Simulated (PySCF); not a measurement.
Structure with atom numbers: `[CH3:1][CH2:2][CH2:3][OH:4]` (H(Xn): hydrogen on atom n).

GIAO shifts from PySCF 2.14.0 with density-fitted response routines on PBE0-D3(BJ)/def2-SVP geometries (one conformer, non-relativistic, equivalent nuclei averaged), against TMS at the same level and in the same medium; PCM means IEF-PCM chloroform.

Measured (solution, not stated per compound (mostly CDCl3 or CCl4); Pretsch, Buehlmann, Badertscher, Structure Determination of Organic Compounds, 4th ed. (2009)): C3 64.2, C2 25.9, C1 10.3, H(C3) 3.59, H(C2) 1.59, H(C1) 0.94 ppm.

Task: Which unscaled values do PBE/pcSseg-2, gas; PBE0/pcSseg-1, PCM; WP04/pcSseg-1, PCM; wB97X-D/pcSseg-1, PCM give, and how close are they?

Result: 
| atoms | measured | PBE/pcSseg-2, gas | PBE0/pcSseg-1, PCM | WP04/pcSseg-1, PCM | wB97X-D/pcSseg-1, PCM |
| --- | --- | --- | --- | --- | --- |
| C3 | 64.2 | 74.1 | 68.6 | 69.7 | 68.0 |
| C2 | 25.9 | 35.4 | 31.4 | 32.6 | 30.8 |
| C1 | 10.3 | 11.0 | 11.1 | 13.4 | 11.3 |
| H(C3) | 3.59 | 3.59 | 3.47 | 3.34 | 3.44 |
| H(C2) | 1.59 | 1.52 | 1.38 | 1.35 | 1.36 |
| H(C1) | 0.94 | 0.87 | 0.86 | 0.87 | 0.86 |

Mean absolute error for ¹³C: PBE/pcSseg-2, gas 6.7, PBE0/pcSseg-1, PCM 3.6, WP04/pcSseg-1, PCM 5.1, wB97X-D/pcSseg-1, PCM 3.2 ppm.

Mean absolute error for ¹H: PBE/pcSseg-2, gas 0.05, PBE0/pcSseg-1, PCM 0.14, WP04/pcSseg-1, PCM 0.19, wB97X-D/pcSseg-1, PCM 0.15 ppm.
